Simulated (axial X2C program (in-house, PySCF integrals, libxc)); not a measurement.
# P₂: cheaper levels and CCSD(T), with spin–orbit coupling

Computed with an in-house all-electron X2C program for linear molecules (integrals from PySCF). Two-component (2c) means X2C with spin–orbit coupling and atomic mean-field two-electron Coulomb and Gaunt terms. Basis: P dyall-v3z [8s7p2d1f] (cores contracted in-house); Gaussian nuclei, density fitting, unrestricted open shells. Masses: P 30.974 u.

State: Ω = 0 (closed shell); fragments P + P.

```csv
level,Re (Å),ωe (cm⁻¹),De (eV)
PBE0,1.889,826.0,4.71
HF,1.857,908.2,1.55
CCSD,1.900,806.5,4.14
TPSS,1.906,787.2,4.93
```

Correlated methods: 10 electrons correlated (number of frozen shells: P 2 s, 1 p), 138 virtual spin orbitals or spinors in MP2, 90 natural virtuals in coupled cluster.

CCSD(T), same Hamiltonian and basis:

Re = 1.916 Å, ωe = 769.6 cm⁻¹, De = 4.52 eV; T1 = 0.018 (Lee–Taylor normalisation).

Question: Give the differences from CCSD(T) in the columns below.

Answer: 

```
level  ΔRe (Å)  Δωe (cm⁻¹)  ΔDe (eV)
 PBE0   -0.027          56      0.19
   HF   -0.059         139     -2.97
 CCSD   -0.016          37     -0.38
 TPSS   -0.010          18      0.41
```

The state is one determinant whose occupation by symmetry is held fixed; it was picked as the lowest of a PBE0 search that is not exhaustive. Closed shells are restricted here (equal orbitals for both partners); the stretched side of such a curve lies too high. De is counted from the lowest determinant-based energies of the atoms at the same level, without counterpoise correction. Coupled cluster ran in a truncated set of natural virtual spinors; the MP2 energy of the rest was added. (T) has no such correction and the atoms are truncated less, which lowers De at CCSD(T) by a hundredth of an eV or more.
